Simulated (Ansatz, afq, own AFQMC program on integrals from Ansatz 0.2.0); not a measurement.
## AFQMC, coupled cluster and functionals along a coordinate of BSiH₃, singlet

| atom | x (Å) | y (Å) | z (Å) |
| --- | --- | --- | --- |
| Si | -0.5122 | -0.0044 | 0.0004 |
| B | 1.6163 | 0.0140 | -0.0014 |
| H | -1.0336 | 1.3929 | 0.0029 |
| H | -1.0144 | -0.7115 | 1.2138 |
| H | -1.0165 | -0.7079 | -1.2142 |

The Si1–B2 distance is changed with both sides rigid. Energies in kcal/mol count from this geometry (2.129 Å) at the same level; the start stands on RHF, each point on the determinant named.

Basis cc-pVDZ. Noble-gas cores (and the filled d shells of Ga–Kr and In–Xe) are frozen. Ansatz 0.2.0 and our own AFQMC program on the same integrals; the CISD trial comes from CCSD amplitudes, and released means the phaseless constraint is let go. ± is one standard error of the sampling.

Cautions, each for one point or more: CCSDT(Q) on the RHF determinant differs, by its state or its frozen core; CCSDT(Q) on the UHF determinant differs, perhaps since the unrestricted series falls towards higher spin; cluster runs in doubt by the program's own checks; higher spins were not checked; restricted determinant unstable towards unrestricted; strong correlation; the ph-AFQMC/CISD walk drifts between its halves; unrestricted determinant spin contaminated; walk and cluster series may follow different spin states.

| r(Si1–B2) / Å | det. | T1 | weight | ⟨S²⟩ | CCSD(T) | ph-AFQMC/CISD | released AFQMC | CCSDT(Q) | PBE | B3LYP |
| --- | --- | --- | --- | --- | --- | --- | --- | --- | --- | --- |
| 1.699 | RHF | 0.019 | 0.84 | pure | 41.4 | 41.1 ± 0.4 | 41.6 ± 0.7* | 41.3 | 31.6§ | 32.5§ |
| 2.654 | RHF | 0.016 | 0.84 | pure | 13.1 | 13.5 ± 0.4 | 12.7 ± 0.5* | 13.0 | 13.9 | 14.6 |
| 3.358 | RHF | 0.024 | 0.79 | pure | 37.7 | 39.8 ± 0.5 | 38.2 ± 0.8* | 37.0 | 40.2§ | 42.0§ |
| 4.794 | UHF‡¶ | 0.012 | 0.87 | 1.00 | 52.3 | 52.4 ± 0.4 | 52.3 ± 0.4* | 52.4 | 58.8§ | 55.2§ |
| 7.152 | UHF‡¶ | 0.012 | 0.87 | 1.01 | 52.7 | 53.2 ± 0.3 | 53.5 ± 0.4* | 53.0 | 60.4§ | 56.1§ |

Weight is that of the determinant in the CISD state; at the start T1 is 0.017 and the weight 0.85. ¶ marks points with a poor determinant and no full CI, where no value is sure; they don't count among the departures. An asterisk marks released energies that aren't shown to be converged. A double dagger marks points where the walks on two determinants ended up to 10.6 kcal/mol apart; the lower is shown. § marks a functional whose ⟨S²⟩ is too high by over 0.1 (PBE, B3LYP at the start too). Largest departures from CCSDT(Q), at the points where its series has closed: CCSD(T) 0.6 kcal/mol at 3.358 (on RHF), ph-AFQMC/CISD 2.8 kcal/mol at 3.358 (on RHF). The functionals aren't scored here. In this small basis the wave-function levels are far from their limit, so their gap to the functionals isn't the functionals' error.

Some points may be missing: those where a free walk finds a much lower state, and past Zn most of those on another determinant than at the start.

CCSDT and higher add their correlation energy to the determinant of the CCSD(T) run, since their own runs factorise the integrals more tightly (a shift of under 2 meV). A walk keeps the symmetry of its determinant, which the program's search chose and which needn't be the lowest solution, so a lower state of the same spin and another symmetry isn't excluded.
